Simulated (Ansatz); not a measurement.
Basis-set extrapolation for C₂HClF₂ (`FC(F)=CCl`) (PBE0-D4/def2-TZVP geometry, frozen core, Ansatz). Multiplicity 1, RHF reference.

```json
{"": "HF", "def2-TZVPP": "-734.783010", "def2-QZVPP": "-734.807721"}
{"": "MP2 correlation", "def2-TZVPP": "-0.991456", "def2-QZVPP": "-1.079552"}
{"": "CCSD(T) correlation", "def2-TZVPP": "-1.054585", "def2-QZVPP": "not run"}
```

Energies in hartree. Use E(X) = E(∞) + A·exp(−7.88·√X) for Hartree–Fock and E(X) = E(∞) + B·X^(−2.97) for correlation, with X = 3 and 4, and add CCSD(T) minus MP2 of the smaller set to the MP2 limit.

Task: What is the CCSD(T) energy at the basis-set limit?

Result: HF limit: -734.807721 + (-0.024711) × 0.13774 = -734.81112. MP2 limit: -1.079552 + (-0.088096) × 0.74074 = -1.14481. Higher-order term: -1.054585 − (-0.991456) = -0.06313. Total: -736.01906 hartree, 4.94 eV below CCSD(T)/def2-TZVPP.
